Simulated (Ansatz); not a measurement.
# AlH3 (triplet): from Hartree-Fock to the top rungs at scale of all distances = 1.510, cc-pVDZ

Aim: climb from Hartree-Fock through coupled cluster and multireference methods for AlH3 (triplet) at one geometry and basis, and see what each rung misses.

Computed with Ansatz 0.2.0, Gaussian basis. Level: cc-pVDZ, core rule «outside noble gas», up to 5 orbitals frozen.

Plan: UHF; CCSD(T) on ROHF; CCSD(T) on UHF; BCCD(T) on ROHF; CISD; CCSDT(Q) on ROHF; CCSDT(Q) on UHF; CASSCF and MRCISD+Q, 4 electrons in 4 orbitals; CASSCF and NEVPT2, 4 electrons in 4 orbitals; CASSCF and MRCISD+Q, 6 electrons in 7 orbitals; CASSCF and NEVPT2, 6 electrons in 7 orbitals; Full CI.

19 further runs of the same task are left out: 14 that didn't finish, 5 set aside as unsound or not needed.

## (1) The geometry

The geometry derives from a PBE0/def2-TZVP stationary point (not a proven minimum). All distances are scaled together.

4 atoms, charge 0, spin multiplicity 3.

Atoms are counted from 1 here; the program's logs count them from 0.

No contacts short enough for the rule that draws bonds.

## (2) UHF

Contents of in.yaml:

```yaml
crystal:
  periodic: [false, false, false]
  atoms:
    - {symbol: Al, position_ang: [0.000000, 0.112363, -0.144406]}
    - {symbol: H, position_ang: [0.000000, -2.072338, -1.138513]}
    - {symbol: H, position_ang: [0.635182, -0.467758, 2.502056]}
    - {symbol: H, position_ang: [-0.635182, -0.467758, 2.502056]}
basis:
  gaussian: {orbitals: cc-pVDZ}
magnetization: {spin_polarized: true, initial_magnetization: 2}
hamiltonian: {xc: hf}
output: {orbitals: {seedname: orbitals}}
```

Command:

```
$ ansatz run in.yaml --threads 1 --pin off --events-out ev --progress --plain --max-ram 2393MiB
```

After this run come: CCSD(T) on ROHF; CCSD(T) on UHF; BCCD(T) on ROHF; CISD; CCSDT(Q) on ROHF; CCSDT(Q) on UHF; CASSCF and MRCISD+Q, 4 electrons in 4 orbitals; CASSCF and NEVPT2, 4 electrons in 4 orbitals; CASSCF and MRCISD+Q, 6 electrons in 7 orbitals; CASSCF and NEVPT2, 6 electrons in 7 orbitals; Full CI.

Q: Predict the results of all the runs planned. Wanted: FCI below the RHF energy; RMP2 from FCI; UMP2 from FCI; RCCSD from FCI; RCCSD(T) from FCI; UCCSD(T) from FCI; RCCSDT(Q) from FCI; UCCSDT(Q) from FCI; NEVPT2 pair from FCI.

**Answer**, as computed:

| quantity | value |
| --- | --- |
| FCI below the RHF energy | -3.0143 eV |
| RMP2 from FCI | +1028.8 meV |
| UMP2 from FCI | +1011.2 meV |
| RCCSD from FCI | +80.4 meV |
| RCCSD(T) from FCI | +26.8 meV |
| UCCSD(T) from FCI | +27.0 meV |
| RCCSDT(Q) from FCI | +0.6 meV |
| UCCSDT(Q) from FCI | +0.4 meV |
| NEVPT2 pair from FCI | +737.2 meV |
| MRCISD+Q pair from FCI | -63.0 meV |
| NEVPT2 valence from FCI | +377.3 meV |
| levels within 1 kcal/mol (43 meV) | RCCSD(T), UCCSD(T), BCCD(T), RCCSDT, UCCSDT, RCCSDT(Q), UCCSDT(Q), MRCISD+Q valence |
| T1 diagnostic | 0.058 |
| effectively unpaired electrons | 2.14 |

What this shows: RCCSD(T) lands +26.8 meV from the yardstick (0.9 % of the correlation energy). MRCISD+Q pair falls below full CI: the +Q correction isn't variational, and the cores differ from full CI's. The occupations are near whole numbers, but T1 = 0.058 shows that the orbitals relax strongly. Of the multireference levels listed MRCISD+Q valence comes nearest in total energy (+23.8 meV), which doesn't show that its space is the better one. Coupled cluster took another determinant than the lowest Hartree-Fock one. These misses are within one basis, not against nature; the frozen cores of restricted and unrestricted runs differ, which can shift their rows.
